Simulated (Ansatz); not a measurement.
**CH4B+ (SMILES B[CH2+]): single points off equilibrium**

How do the functionals fare away from a minimum? The structure is a structure displaced at random from a GFN2-xTB minimum.

Program: Ansatz 0.2.0, Gaussian basis. Level of theory: single points in def2-TZVPP. These are calculated values, not measurements.

Cores are frozen in the correlated methods.

## (1) The system as given

6 atoms, charge 1, spin multiplicity 1.

Atoms are counted from 1 here; the program's logs count them from 0.

Bond lengths: B1–C2 1.314 Å, B1–H3 1.132 Å, B1–H4 1.192 Å, C2–H5 1.283 Å. Angles: C2–B1–H3 121.8°, C2–B1–H4 147.1°, H3–B1–H4 91.0°, B1–C2–H5 114.2°.

As a file:

```xyz
6
CH4B
B     0.00070   -0.69230    0.01330
C    -0.00160    0.62090    0.06610
H     0.16610   -1.24980   -0.95740
H    -0.14810   -1.71840    0.60170
H     1.11650    1.13440    0.42900
H    -0.95430    1.76980   -0.15230
```

## (2) CCSD(T)/def2-TZVPP

File run/in.yaml:

```yaml
crystal:
  periodic: [false, false, false]
  atoms:
    - {symbol: B, position_ang: [0.000700, -0.692300, 0.013300]}
    - {symbol: C, position_ang: [-0.001600, 0.620900, 0.066100]}
    - {symbol: H, position_ang: [0.166100, -1.249800, -0.957400]}
    - {symbol: H, position_ang: [-0.148100, -1.718400, 0.601700]}
    - {symbol: H, position_ang: [1.116500, 1.134400, 0.429000]}
    - {symbol: H, position_ang: [-0.954300, 1.769800, -0.152300]}
basis:
  gaussian: {orbitals: def2-TZVPP}
total_charge: 1
correlation: {method: ccsd_t}
output: {forces: true}
```

The command line of these runs was not kept.

## (3) PBE0-D4/def2-TZVPP

run/in.yaml, as its differences from that of step 2:

```diff
@@ -12,3 +12,3 @@
 total_charge: 1
-correlation: {method: ccsd_t}
-output: {forces: true}
+hamiltonian: {xc: pbe0, dispersion: d4}
+output: {forces: true, orbitals: {seedname: orbitals}}
```

## (4) wB97M-V/def2-TZVPP

run/in.yaml, as its differences from that of step 3:

```diff
@@ -12,3 +12,3 @@
 total_charge: 1
-hamiltonian: {xc: pbe0, dispersion: d4}
-output: {forces: true, orbitals: {seedname: orbitals}}
+hamiltonian: {xc: {name: wB97M-V}}
+output: {forces: true}
```

## (5) r2SCAN-D4/def2-TZVPP

run/in.yaml, as its differences from that of step 4:

```diff
@@ -12,3 +12,3 @@
 total_charge: 1
-hamiltonian: {xc: {name: wB97M-V}}
+hamiltonian: {xc: r2scan, dispersion: d4}
 output: {forces: true}
```

## (6) PBE-D4/def2-TZVPP

run/in.yaml, as its differences from that of step 5:

```diff
@@ -12,3 +12,3 @@
 total_charge: 1
-hamiltonian: {xc: r2scan, dispersion: d4}
+hamiltonian: {xc: pbe, dispersion: d4}
 output: {forces: true}
```

## (7) r2SCANh-D4/def2-TZVPP

run/in.yaml, as its differences from that of step 6:

```diff
@@ -12,3 +12,3 @@
 total_charge: 1
-hamiltonian: {xc: pbe, dispersion: d4}
+hamiltonian: {xc: {name: r2SCANh}, dispersion: d4}
 output: {forces: true}
```

## (8) CAM-B3LYP-D4/def2-TZVPP

run/in.yaml, as its differences from that of step 7:

```diff
@@ -12,3 +12,3 @@
 total_charge: 1
-hamiltonian: {xc: {name: r2SCANh}, dispersion: d4}
+hamiltonian: {xc: {name: CAM-B3LYP}, dispersion: d4}
 output: {forces: true}
```

(Steps that only read results are left out.)

Before running it: what results should come out? Wanted: energy less free atoms, CCSD(T)/def2-TZVPP; RMS force component; RMS force error; HOMO and LUMO, PBE0-D4; T1 diagnostic.

As calculated:

| quantity | value |
| --- | --- |
| energy less free atoms, CCSD(T)/def2-TZVPP | -857.0 kJ/mol |
| RMS force component | 3.147 to 3.476 eV/Å over the methods |
| RMS force error | PBE0-D4 0.191, wB97M-V 0.150, r2SCAN-D4 0.261, PBE-D4 0.385, r2SCANh-D4 0.214, CAM-B3LYP-D4 0.192 eV/Å |
| HOMO and LUMO, PBE0-D4 | -16.89 and -10.29 eV |
| T1 diagnostic | 0.031 |

What this shows: Against CCSD(T) the functionals' energies less atoms differ by -129.6 to -75.5 kJ/mol, PBE-D4 by -129.6 kJ/mol. CCSD(T) in triple zeta still lacks some correlation energy of the bonds, so part of these gaps is its own basis error and they don't rank the functionals. On forces the order runs from wB97M-V to PBE-D4. Frozen-core CCSD(T) forces in triple zeta carry basis errors of their own, and this is one geometry, so small gaps rank nothing. The T1 diagnostic is large here, over the usual mark for main-group molecules (transition-metal compounds often pass it harmlessly), so CCSD(T) itself may be off.
